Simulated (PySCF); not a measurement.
Species: Li2.
SMILES: `[Li][Li]`

Level of theory: BHandHLYP/def2-TZVP geometry optimisation, gas phase in PySCF 2.14.0.

Take the most abundant isotopes and a rigid rotor. 

What are the moment of inertia and the rotational constant?

I = 25.812 u·Å², B = 505379 MHz·u·Å²/I = 19580 MHz (0.6531 cm⁻¹, or 0.940 K as hB/k). For two atoms I = μr² with μ = 3.5080 u and r = 2.7125 Å.

List the first levels of a rigid rotor in a Σ state.

E(J) = BJ(J+1): J = 1: 1.306, J = 2: 3.919, J = 3: 7.837, J = 4: 13.062, J = 5: 19.593, J = 6: 27.430 cm⁻¹.

Has it a pure rotational spectrum?

Not by electric dipole: D∞h allows no dipole (computed 0.00 D). Rotational Raman lines (ΔJ = 2) lie at B(4J + 6), spaced by 4B = 2.612 cm⁻¹, with nuclear-spin weights that differ between even and odd J.

Estimate the classical rotational partition function at 25 K, 100 K and 500 K.

Point group D∞h, symmetry number σ = 2; q = kT/(σhB), k/h = 20836.6 MHz/K: 13.3 at 25 K, 53.2 at 100 K, 266 at 500 K.

No frequency check. Zero-point vibration and centrifugal distortion are left out.
